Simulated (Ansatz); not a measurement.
**[SiH₃···H···H], doublet: transfer scan**

Starting geometry:

```xyz
6

Si   -0.0770    0.0000    0.0000
H    -0.5719    1.3997    0.0000
H    -0.5719   -0.6999    1.2122
H    -0.5719   -0.6999   -1.2122
H     1.4076    0.0000    0.0000
H     2.4530    0.0000    0.0000
```

From there H5 is moved from one fragment to the other while all else, the fragments' distance too, stays fixed; atoms are numbered as listed. Energies are in eV, counted from the starting geometry at the same level. Kohn–Sham curves are unrestricted where that lies lower.

Basis cc-pVDZ; Ansatz 0.2.0. Correlated methods freeze the noble-gas cores. Prefix R: restricted or restricted open-shell reference; prefix U: unrestricted.

Full CI isn't at hand for all of this; UCCSDT(Q) serves as the reference, and is uncertain by about the last step of the cluster series.

```json
{"distance Si1-H5 (Å)": "1.381", "B3LYP": "0.247"}
{"distance Si1-H5 (Å)": "1.485", "B3LYP": "0.000"}
{"distance Si1-H5 (Å)": "1.528", "B3LYP": "-0.067"}
{"distance Si1-H5 (Å)": "1.570", "B3LYP": "-0.120"}
{"distance Si1-H5 (Å)": "1.613", "B3LYP": "-0.164"}
{"distance Si1-H5 (Å)": "1.656", "B3LYP": "-0.199"}
{"distance Si1-H5 (Å)": "1.699", "B3LYP": "-0.220"}
{"distance Si1-H5 (Å)": "1.742", "B3LYP": "-0.218"}
{"distance Si1-H5 (Å)": "1.785", "B3LYP": "-0.179"}
```

Question: Estimate the UCCSDT(Q) curve in cc-pVDZ from this one, knowing how B3LYP errs.

Answer: The computed UCCSDT(Q) values, in eV from the starting point, and the error of B3LYP against them:
```tsv
distance Si1-H5 (Å)	UCCSDT(Q)	B3LYP less UCCSDT(Q)
1.381	0.200	0.047
1.485	0.000	0.000
1.528	-0.050	-0.016
1.570	-0.092	-0.028
1.613	-0.130	-0.034
1.656	-0.164	-0.035
1.699	-0.190	-0.030
1.742	-0.197	-0.020
1.785	-0.171	-0.007
```

The error spans 0.082 eV and is largest, 0.047 eV, at 1.381 Å.

In so small a basis the reference is far from its limit while semilocal and hybrid functionals are nearer theirs, so the functionals' errors here hold much of the reference's basis and frozen-core error, which can add to them or hide them.
